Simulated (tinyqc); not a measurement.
The basis set: RHF and MP2 along a ladder of basis sets, for H2O, spin multiplicity 1. Computed by the program tinyqc with PySCF. 

Geometry (angstrom):
```
atom       x        y       z
O     0.0000   0.0000  0.0000
H     0.0000   0.7160  0.5500
H     0.0000  -0.7160  0.5500
```

Same geometry throughout; the dipole is taken about the origin.

RHF and frozen-core MP2 in a ladder of bases:
```
basis        functions  E(RHF) (hartree)  E(MP2 corr) (hartree)  HOMO (eV)  LUMO (eV)  dipole (debye)
sto-3g               7        -74.946352              -0.031128   -10.7664    17.9879          1.7917
3-21g               13        -75.576201              -0.116876   -13.1266     7.6210          2.4137
6-31g               13        -75.978170              -0.122759   -13.7324     5.8728          2.5981
6-31g**             24        -76.019064              -0.190470   -13.6286     6.1787          2.1256
cc-pvdz             24        -76.022471              -0.197782   -13.5366     5.2862          1.9951
aug-cc-pvdz         41        -76.037662              -0.214626   -13.9934     0.9879          1.9469
cc-pvtz             58        -76.054196              -0.257602   -13.8563     4.0125          1.9730
```

From cc-pVDZ to cc-pVTZ the RHF energy falls by 31.7 mhartree and the correlation energy by 59.8. If valence correlation converges as X^-3, (27 E(T) - 8 E(D))/19 gives -0.2828 hartree, a rough estimate from such small X that usually falls short; STO-3G holds about 11 % of it. Beyond STO-3G the LUMO moves by 6.6 eV and the HOMO by 0.9 eV; diffuse functions lower the positive LUMO sharply, since an unbound virtual level tracks the most diffuse function.
